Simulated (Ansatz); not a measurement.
## Property card for Al$_{4}$Si

These are results of DFT r2SCAN, scalar-relativistic, plane waves, PAW (Ansatz 0.2.0), not measurements.

Cutoff 500 eV; k points 15×15×15 on the computed 5-atom cell (Γ-centred); Gaussian smearing, width 0.10 eV; no spin polarisation.

The structure is relaxed at this level of theory with its symmetry kept. Whether it is the stable form of this composition wasn't checked.

```yaml
crystal:
  lattice:
    - [1.40125, 0.80901, 11.36495]
    - [-1.40125, 0.80901, 11.36495]
    - [0.00000, -1.61803, 11.36495]
  atoms:
    - { symbol: Al, position: [0.39786, 0.39786, 0.39786] }
    - { symbol: Al, position: [0.79905, 0.79905, 0.79905] }
    - { symbol: Al, position: [0.20095, 0.20095, 0.20095] }
    - { symbol: Al, position: [0.60214, 0.60214, 0.60214] }
    - { symbol: Si, position: [0.00000, 0.00000, 0.00000] }
```

```
Space group                                                       : R-3m (No. 166)
Volume per atom                                                   : 104.3 bohr³
Formation energy from the elements' standard states (uncorrected) : +0.129 eV/atom
Generalised Kohn–Sham band gap                                    : none (metal)
Density of states at the Fermi level                              : 1.82 states/eV per cell
Löwdin character within 0.5 eV of the Fermi level                 : Al 3p 49 %, Al 3s 23 %, Si 3p 15 %, unprojected 7 %
Bulk modulus                                                      : 91 GPa
Its pressure derivative                                           : 4.5
Bader charges (e)                                                 : Al (2 in the cell) 0.48, Al (2 in the cell) 0.03, Si (1 in the cell) -1.01
```